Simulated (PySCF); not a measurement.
# NS₃⁻: singlet, from a PBE minimum start

The task is one start of a wider search on NS₃⁻: the singlet, from a PBE minimum start. It is relaxed, tested by its Hessian and followed downhill if it is a saddle.

Computed with PySCF 2.14.0. Level: PBE, basis N def2-SVPD, S def2-SVPD, no relativity, density fitting.

### Step 1. The system as given

4 atoms, charge -1, spin multiplicity 1.

Bond lengths: N1–S2 1.705 Å, N1–S3 1.705 Å, N1–S4 1.705 Å. Angles: S2–N1–S3 120.0°, S2–N1–S4 120.0°, S3–N1–S4 120.0°.

Z-matrix (Å, degrees; charge -1 multiplicity 1):
```
N
S  1 1.7052
S  1 1.7052 2 120.00
S  1 1.7052 2 120.00 3 180.00
```

### Step 2. Finding the electronic state

One driver script runs all steps and calls PySCF; scf.py shows how it sets up the SCF of each step. The optimiser is the driver's own. After this first run the driver tries any further starts and a stability analysis.

Contents of scf.py:

```python
from pyscf import gto, scf, dft
mol = gto.M(atom='''
N      0.000000     0.000000     0.000000
S     -1.705250    -0.000000     0.000000
S      0.852620    -1.476790     0.000000
S      0.852620     1.476790     0.000000''',
    basis={'N': 'def2-SVPD', 'S': 'def2-SVPD'},
    charge=-1, spin=0)
mf = dft.RKS(mol, xc='PBE')
mf.grids.atom_grid = (50, 194)
aux = {'N': 'def2-universal-JKFIT', 'S': 'def2-universal-JKFIT'}
mf = mf.density_fit(auxbasis=aux)
mf.conv_tol = 1e-08
mf.diis_space = 10
mf.max_cycle = 60
mf.init_guess = 'minao'
mf.verbose = 4
mf.kernel()
```

Command:

```bash
OMP_NUM_THREADS=2 python axn.py task.json out
```

The runs that follow: Relaxing the singlet from the PBE minimum start; Is it a minimum? Harmonic modes.

**Question.** What will these runs give? Wanted: minimum; geometry; wavenumbers; dipole moment; highest occupied, lowest empty level; polar-tensor charge of N1; zero-point energy.

As calculated:

| quantity | value |
| --- | --- |
| minimum | singlet, D3h |
| geometry | N–S 1.705 Å (×3); S–N–S 120.0° (×3) |
| wavenumbers (cm⁻¹) | 301 (e'), 466 (a2''), 505 (a1'), 805 (e') |
| dipole moment (centre of mass) | 0.00 D |
| highest occupied, lowest empty level | -0.08, 0.52 eV |
| polar-tensor charge of N1 | +0.72 e |
| zero-point energy | 19.0 kJ/mol |
| entropy at 298.15 K | 284.9 J/(mol K) |

What this shows: The molecule stays D3h, as typed, and the end point is a minimum. The strongest infrared band lies at 805 cm⁻¹ (e'). Other starts or spin states, not run here, may lie lower.
